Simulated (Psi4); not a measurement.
**One shape, several levels: triplet Si2H5Cl**

Aim: a comparison of 6 runs (UHF/cc-pVDZ, UBLYP/cc-pVDZ, UPBE/cc-pVDZ, USVWN5/cc-pVDZ, UCCSD/cc-pVDZ, UCCSD(T)/cc-pVDZ) of triplet Si2H5Cl. 

Program for the calculation: Psi4 1.11.

**1. Starting point**

The species is Si2H5Cl (8 atoms), meant as a triplet with charge 0. As SMILES of the parent species, `[SiH3][SiH2]Cl`. The shape is that of a PBE0-D4/def2-TZVP optimisation. That shape belongs to the parent species and isn't relaxed for this state.

Bond lengths: Si1–Si2 2.338 Å, Si2–Cl3 2.065 Å, Si1–H4 1.488 Å, Si1–H5 1.486 Å, Si1–H6 1.486 Å, Si2–H7 1.485 Å, Si2–H8 1.485 Å. Some angles: Si1–Si2–Cl3 108.7°, Si1–Si2–H7 111.9°, Si1–Si2–H8 111.8°, Cl3–Si2–H7 107.7°, Cl3–Si2–H8 107.7°, Si2–Si1–H4 109.6°, Si2–Si1–H5 109.6°, Si2–Si1–H6 109.6°, H7–Si2–H8 108.8°, H4–Si1–H5 109.3°.

**2. A single-point energy at UHF/cc-pVDZ (run 1)**

File input.dat:

```
memory 2200 MB

molecule geom {
  0 3
  Si
  Si 1 R2
  Cl 2 R3 1 A3
  H 1 R4 2 A4 3 D4
  H 1 R5 4 A5 2 D5
  H 1 R6 5 A6 4 D6
  H 2 R7 3 A7 1 D7
  H 2 R8 7 A8 3 D8

  R2 = 2.337877
  R3 = 2.064511
  A3 = 108.68745
  R4 = 1.488032
  A4 = 109.60638
  D4 = -179.90149
  R5 = 1.485871
  A5 = 109.27714
  D5 = 120.06502
  R6 = 1.485873
  A6 = 109.49243
  D6 = -119.66988
  R7 = 1.484829
  A7 = 107.737
  D7 = -121.39253
  R8 = 1.484843
  A8 = 108.84859
  D8 = 116.56042
  symmetry c1
}

set globals {
  basis         cc-pVDZ
  reference     uhf
  puream        true
  e_convergence 1e-09
  d_convergence 1e-08
  scf_type      pk
  maxiter       100
}

energy_value, wavefunction = energy("scf", return_wfn=True)
oeprop(wavefunction, "WIBERG_LOWDIN_INDICES", "MULLIKEN_CHARGES", "DIPOLE", title="SCF")
```

Command:

```bash
psi4 -n 1 input.dat output.dat
```

output.dat:

```text
[...]
  Running in c1 symmetry.
[...]
  Nuclear repulsion =  191.508280446537668
[...]
  Multiplicity = 3
[...]
  Nalpha       = 26
  Nbeta        = 24
[...]
    Number of basis functions: 79
[...]
   @UHF iter   1: -1040.03126847161911   -2.65198e-01   2.18074e-03 DIIS/ADIIS
[...]
   @UHF iter  19: -1040.08721822247480   -6.59384e-12   8.61826e-09 DIIS
[...]
   @S^2 Observed:                2.010234522E+00
[...]
  @UHF Final Energy: -1040.08721822247480
   => Energetics <=
    Nuclear Repulsion Energy =            191.5082804465376682
    One-Electron Energy =               -1820.9893009085208178
    Two-Electron Energy =                 589.3938022395083181
    Total Energy =                      -1040.0872182224748030
  UHF NO Occupations:
  HONO-2 :   24  A 1.9977527
  HONO-1 :   25  A 1.0000000
[...]
 Multipole Moments:
 ------------------------------------------------------------------------------------
     Multipole            Electronic (a.u.)      Nuclear  (a.u.)        Total (a.u.)
 ------------------------------------------------------------------------------------
 L = 1.  Multiply by 2.5417464519 to convert [e a0] to [Debye]
 Dipole X            :          0.0023629           -0.0016957            0.0006671
 Dipole Y            :         -5.1987426            5.7064028            0.5076602
 Dipole Z            :          4.8517677           -5.6203767           -0.7686091
 Magnitude           :                                                    0.9211293
[...]
```

Run time: 10 s. Hardware: 1 thread of AMD EPYC 7R43 (Zen 3), shared host; peak memory 0.37 GiB.

**3. The energy at UBLYP/cc-pVDZ (run 2)**

File clh5si2.json:

```json
{
  "schema_name": "qcschema_input",
  "schema_version": 1,
  "molecule": {
    "schema_name": "qcschema_molecule",
    "schema_version": 2,
    "symbols": ["Si", "Si", "Cl", "H", "H", "H", "H", "H"],
    "geometry": [-1.33509151, 1.6663605, -0.73756011, 1.08356896, -1.77407489, 0.61586174, 4.59505804, -0.47791174, 1.71587132, -3.87960773, 0.77497668, -1.53634734, -0.06481761, 2.91150104, -2.91017823, -1.61477097, 3.50676477, 1.36457123, -0.07899055, -3.06664756, 2.81833754, 1.46869514, -3.64887217, -1.43600288],
    "molecular_charge": 0,
    "molecular_multiplicity": 3,
    "fix_symmetry": "c1"
  },
  "driver": "energy",
  "model": {
    "method": "blyp",
    "basis": "cc-pVDZ"
  },
  "keywords": {
    "reference": "uks",
    "puream": true,
    "e_convergence": 1e-09,
    "d_convergence": 1e-08,
    "scf_type": "pk",
    "dft_radial_points": 99,
    "dft_spherical_points": 590,
    "maxiter": 100
  }
}
```

Command:

```bash
psi4 --qcschema clh5si2.json -n 1 --memory 2200MB
```

stdout:

```text
[...]
  Running in c1 symmetry.
[...]
  Nuclear repulsion =  191.508261892085386
[...]
  Multiplicity = 3
[...]
  Nalpha       = 26
  Nbeta        = 24
[...]
    Number of basis functions: 79
[...]
   @UKS iter   1: -1041.81109041070567    7.19437e-02   5.00319e-03 DIIS/ADIIS
[...]
   @UKS iter  14: -1041.98427535998644   -6.36646e-12   6.21184e-09 DIIS
[...]
   @S^2 Observed:                2.001837030E+00
[...]
  @UKS Final Energy: -1041.98427535998644
   => Energetics <=
    Nuclear Repulsion Energy =            191.5082618920853861
    One-Electron Energy =               -1821.5191980627914745
    Two-Electron Energy =                 659.8898904612964316
    DFT Exchange-Correlation Energy =     -71.8632296505767698
    Empirical Dispersion Energy =           0.0000000000000000
    VV10 Nonlocal Energy =                  0.0000000000000000
    Total Energy =                      -1041.9842753599864409
[...]
 Multipole Moments:
 ------------------------------------------------------------------------------------
     Multipole            Electronic (a.u.)      Nuclear  (a.u.)        Total (a.u.)
 ------------------------------------------------------------------------------------
 L = 1.  Multiply by 2.5417464519 to convert [e a0] to [Debye]
 Dipole X            :          7.2071951           -7.4416977           -0.2345026
 Dipole Y            :         -0.6804471            0.8721677            0.1917206
 Dipole Z            :          2.7192685           -2.8305720           -0.1113035
 Magnitude           :                                                    0.3227022
[...]
```

The result, in JSON:

```text
{
 "driver": "energy",
 "model": {
  "method": "blyp",
  "basis": "cc-pVDZ"
 },
 "success": true,
 "return_result": -1041.9842753599864,
 "properties": {
  "calcinfo_nbasis": 79,
  "calcinfo_nmo": 79,
  "calcinfo_nalpha": 26,
  "calcinfo_nbeta": 24,
  "calcinfo_natom": 8,
  "nuclear_repulsion_energy": 191.5082618920854,
  "return_energy": -1041.9842753599864,
  "scf_one_electron_energy": -1821.5191980627915,
  "scf_two_electron_energy": 659.8898904612964,
  "scf_xc_energy": -71.86322965057677,
  "scf_dipole_moment": [-0.23450256893370458, 0.1917206041208006, -0.11130348979312998],
  "scf_total_energy": -1041.9842753599864,
  "scf_iterations": 14
 }
}
```

It took 32 s on 1 thread of AMD EPYC 7R43 (Zen 3), shared host; peak memory 1.3 GiB.

**4. The energy at UPBE/cc-pVDZ (run 3)**

File clh5si2_ase.py:

```python
import numpy as np
from ase.calculators.psi4 import Psi4
from ase import Atoms

atoms = Atoms(['Si', 'Si', 'Cl', 'H', 'H', 'H', 'H', 'H'], positions=[
    [-0.706500, 0.881800, -0.390300],
    [0.573400, -0.938800, 0.325900],
    [2.431600, -0.252900, 0.908000],
    [-2.053000, 0.410100, -0.813000],
    [-0.034300, 1.540700, -1.540000],
    [-0.854500, 1.855700, 0.722100],
    [-0.041800, -1.622800, 1.491400],
    [0.777200, -1.930900, -0.759900],
])
calc = Psi4(atoms=atoms, method='pbe', basis='cc-pVDZ', memory='2200MB', num_threads=1, charge=0, multiplicity=3, label='clh5si2', reference='uks')
calc.psi4.set_options({'puream': True, 'e_convergence': 1e-09, 'd_convergence': 1e-08, 'scf_type': 'pk', 'dft_radial_points': 99, 'dft_spherical_points': 590, 'maxiter': 100})
atoms.calc = calc

print(f'energy: {atoms.get_potential_energy():.6f} eV')
```

Command:

```bash
python clh5si2_ase.py
```

clh5si2.dat:

```text
[...]
  Running in c1 symmetry.
[...]
  Nuclear repulsion =  191.508261788930213
[...]
  Multiplicity = 3
[...]
  Nalpha       = 26
  Nbeta        = 24
[...]
    Number of basis functions: 79
[...]
   @UKS iter   1: -1041.35150969189681    8.47152e-02   4.94451e-03 DIIS/ADIIS
[...]
   @UKS iter  14: -1041.51771658194866   -4.09273e-12   6.96043e-09 DIIS
[...]
   @S^2 Observed:                2.002240955E+00
[...]
  @UKS Final Energy: -1041.51771658194866
   => Energetics <=
    Nuclear Repulsion Energy =            191.5082617889302128
    One-Electron Energy =               -1821.6231119031572234
    Two-Electron Energy =                 659.9826759750728797
    DFT Exchange-Correlation Energy =     -71.3855424427945735
    Empirical Dispersion Energy =           0.0000000000000000
    VV10 Nonlocal Energy =                  0.0000000000000000
    Total Energy =                      -1041.5177165819486618
[...]
 Multipole Moments:
 ------------------------------------------------------------------------------------
     Multipole            Electronic (a.u.)      Nuclear  (a.u.)        Total (a.u.)
 ------------------------------------------------------------------------------------
 L = 1.  Multiply by 2.5417464519 to convert [e a0] to [Debye]
 Dipole X            :          7.1711406           -7.4416977           -0.2705571
 Dipole Y            :         -0.6744555            0.8721677            0.1977122
 Dipole Z            :          2.7052726           -2.8305720           -0.1252994
 Magnitude           :                                                    0.3577586
[...]
```

Standard output:

```text
energy: -28341.140637 eV
```

Run time: 33 s. Hardware: 1 thread of AMD EPYC 7R43 (Zen 3), shared host; peak memory 1.3 GiB.

Runs 4 to 5 aren't shown in full; the table further down has their settings and results.

**5. The energy at UCCSD(T)/cc-pVDZ (run 6)**

File clh5si2.in:

```
memory 2200 mb

molecule mol {
  0 3
  Si    -1.33509151     1.66636050    -0.73756011
  Si     1.08356896    -1.77407489     0.61586174
  Cl     4.59505804    -0.47791174     1.71587132
  H     -3.87960773     0.77497668    -1.53634734
  H     -0.06481761     2.91150104    -2.91017823
  H     -1.61477097     3.50676477     1.36457123
  H     -0.07899055    -3.06664756     2.81833754
  H      1.46869514    -3.64887217    -1.43600288
  units bohr
  symmetry c1
  no_reorient
  no_com
}

set reference uhf
set puream true
set e_convergence 1e-09
set d_convergence 1e-08
set scf_type pk
set num_frozen_docc 15
set maxiter 100

e_tot, wfn = energy("ccsd(t)/cc-pVDZ", return_wfn=True)
```

Command:

```bash
psi4 clh5si2.in clh5si2.out -n 1
```

clh5si2.out:

```text
[...]
  Running in c1 symmetry.
[...]
  Nuclear repulsion =  191.508261892085386
[...]
  Multiplicity = 3
[...]
  Nalpha       = 26
  Nbeta        = 24
[...]
    Number of basis functions: 79
[...]
   @UHF iter   1: -1040.03126851251454   -2.65198e-01   2.18074e-03 ADIIS/DIIS
[...]
   @UHF iter  19: -1040.08721826434476   -5.45697e-12   8.61872e-09 DIIS
[...]
   @S^2 Observed:                2.010234515E+00
[...]
  @UHF Final Energy: -1040.08721826434476
   => Energetics <=
    Nuclear Repulsion Energy =            191.5082618920853861
    One-Electron Energy =               -1820.9892644040357936
    Two-Electron Energy =                 589.3937842476057085
    Total Energy =                      -1040.0872182643447559
  UHF NO Occupations:
  HONO-2 :   24  A 1.9977527
  HONO-1 :   25  A 1.0000000
[...]
 Multipole Moments:
 ------------------------------------------------------------------------------------
     Multipole            Electronic (a.u.)      Nuclear  (a.u.)        Total (a.u.)
 ------------------------------------------------------------------------------------
 L = 1.  Multiply by 2.5417464519 to convert [e a0] to [Debye]
 Dipole X            :        -71.2345448           70.4251793           -0.8093656
 Dipole Y            :          9.4416455           -9.1547783            0.2868673
 Dipole Z            :        -26.0997560           25.7664156           -0.3333404
 Magnitude           :                                                    0.9211304
[...]
      * MP2 total energy                      = -1040.421490854024114
[...]
      * CCSD total energy                     = -1040.479956817932361
[...]
      * CCSD(T) total energy                     = -1040.491280079804937
[...]
```

Run time: 64 s. Hardware: 1 thread of AMD EPYC 7R43 (Zen 3), shared host; peak memory 0.44 GiB.

**6. The series**

```tsv
run	level	integration grid	task	energy (Eh)	dipole moment (D)	HOMO energy (eV)	⟨S²⟩	wall time
1	UHF/cc-pVDZ	–	energy	-1040.087218	2.34	-4.49	2.010	10 s
2	UBLYP/cc-pVDZ	99 radial × 590 angular	energy	-1041.984275	0.82	-1.47	2.002	32 s
3	UPBE/cc-pVDZ	99 radial × 590 angular	energy	-1041.517717	0.91	-1.77	2.002	33 s
4	USVWN5/cc-pVDZ	99 radial × 590 angular	gradient	-1038.165411	0.97	-1.77	2.001	49 s
5	UCCSD/cc-pVDZ	–	energy	-1040.479957	–	-4.49	2.010	45 s
6	UCCSD(T)/cc-pVDZ	–	energy	-1040.491280	–	-4.49	2.010	64 s
```

**7. Outcome**

```
                                                         quantity           value
                                              run 6: total energy  -1040.49128 Eh
run 6: HOMO energy (Hartree–Fock orbitals) (highest over α and β)        -4.49 eV
 run 6: LUMO energy (Hartree–Fock orbitals) (lowest over α and β)        -2.53 eV
              run 6: correlation energy (15 core orbitals frozen)      -404.1 mEh
                                            run 6: (T) correction      -11.32 mEh
                         run 6: ⟨S²⟩ of the reference determinant           2.010
                                             run 6: T1 diagnostic           0.046
```

Below the UHF energy at the same shape and in the same basis (cc-pVDZ): UCCSD -392.7 mEh; UCCSD(T) -404.1 mEh. Over runs 1, 2, 3, 4 the dipole moment (its size) runs from 0.82 D (UBLYP/cc-pVDZ) to 2.34 D (UHF/cc-pVDZ). Totals of different functionals can't be ranked against each other. All runs together took 3.9 min, the longest 64 s.
